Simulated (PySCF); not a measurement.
## Name the molecule from its bond curve

A diatomic of charge +1 contains C (the partner may be the same element). Its quartet curve at PBE in a double-zeta basis (no relativity, PySCF), in eV from the separated fragments:

R (Å), E (eV) and a bar:
```
    1.212     -5.303 ##############################
    1.268     -6.005 ##############
    1.325     -6.411 #####
    1.367     -6.570 #
    1.409     -6.635 
    1.451     -6.626 
    1.508     -6.531 ##
    1.578     -6.320 #######
    1.663     -5.990 ###############
    1.775     -5.498 ##########################
```

The fit gives ωe = 1294 cm⁻¹ and the rotational constant Bₑ = 1.385 cm⁻¹.

Question: Which atom is the partner?

Answer: The minimum lies at 1.424 Å, so the reduced mass is 16.8576 u Å² cm⁻¹/(Bₑ·Re²) = 6.002 u. With C at 12.00 u the partner weighs about 12.0 u: C. The molecule is C₂⁺.

The state was picked by a PBE0 search and need not be the measured ground state.
